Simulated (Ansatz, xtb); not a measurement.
## C2H5N: 5 structures ranked

5 gas-phase structures of C2H5N, found in a search over its isomers (lower ones may exist). Each was relaxed with GFN2-xTB:

A. `C=CN`, a singlet
B. `C=NC`, a singlet
C. `C=[NH+][CH2-]`, a singlet
D. `C1CN1`, a singlet
E. `[H]/N=C/C`, a singlet

Problem. Which do you expect lowest at r2SCAN-D4/def2-SVP, and how would the others follow?

Solution. Calculated order at r2SCAN-D4/def2-SVP: E (0.0), A (5.7), B (36.9), D (75.3), C (149.2) kJ/mol.

Energies above the lowest of each column, in kJ/mol; the last columns are at B3LYP-D3(BJ)/6-311G** geometries and were run for some of them only (a dash: not run or not comparable):

```
structure  GFN2-xTB  HF/STO-3G  r2SCAN-D4/def2-SVP  B3LYP-D3(BJ)/6-311G**  CCSD(T)/def2-TZVPP
        E       0.0        0.0                 0.0                    0.0                 0.0
        A       9.3       43.4                 5.7                   11.5                16.4
        B       0.4       13.9                36.9                   36.4                39.1
        D      10.4       33.1                75.3                   91.8                   –
        C     109.0      323.8               149.2                      –                   –
```

Every level run on E puts it lowest or level with the lowest. Flexible structures stand in one conformer each, not always the lowest. Frequencies (B3LYP-D3(BJ)/6-311G**) were run for A, B, E alone.

Over these structures GFN2-xTB departs from r2SCAN-D4/def2-SVP by 23.5 kJ/mol on average once a common shift is removed. A GFN2-xTB relaxation took about 0.046 s and the r2SCAN-D4/def2-SVP energy about 0.71 s on a shared host (Ansatz 0.2.0, xtb 6.7.1 (Pople sets with spherical d functions)).
